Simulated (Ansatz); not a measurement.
System: hcp Lu. Method: r²SCAN in Ansatz (plane waves, PAW).

Run with plane-wave cutoff 560 eV, 18×18×10 k mesh (along the axes of the cell as run), Fermi–Dirac smearing 0.05 eV, scalar-relativistic PAW data made under PBE.

The volume scan:

| V (Å³/atom) | E − E_lowest (meV/atom) | P (GPa) |
|---|---|---|
| 27.847 | 7.15 | 2.035 |
| 28.427 | 1.73 | 0.972 |
| 29.007 | 0.00 | 0.000 |
| 29.587 | 1.63 | -0.891 |
| 30.167 | 6.35 | -1.706 |

Task: Estimate the bulk modulus from the pressures at 28.427 and 29.587 Å³/atom, and compare it with a fit to all energies.

Result: B = −V dP/dV. Between V = 28.427 and 29.587 Å³/atom, dP/dV = (-0.891 − (0.972))/(29.587 − 28.427) = -1.61 GPa per Å³/atom; at the midpoint 29.007 Å³/atom this gives B ≈ 46.6 GPa. The third-order Birch–Murnaghan fit gives V0 = 29.007 Å³/atom, B0 = 46.5 GPa, B′ = 3.4, which lies within 1 % of that estimate.

Shape and atoms are relaxed at each volume.

Measured, for comparison: bulk modulus 47.6 GPa (room temperature, not corrected to a static lattice; as tabulated in Wikipedia's data pages); equilibrium volume per atom 29.52 Å³/atom (room temperature, not corrected to a static lattice; as tabulated in Söderlind et al. (2014), doi:10.1088/0953-8984/26/41/416001). Computed less measured: bulk modulus -2.3 %, equilibrium volume per atom -1.7 %. A static lattice is as a rule a little smaller and stiffer than an uncorrected measurement, which can account for part of this in the equilibrium volume per atom.

Spin–orbit coupling is not included.

Ansatz is an electronic-structure program.
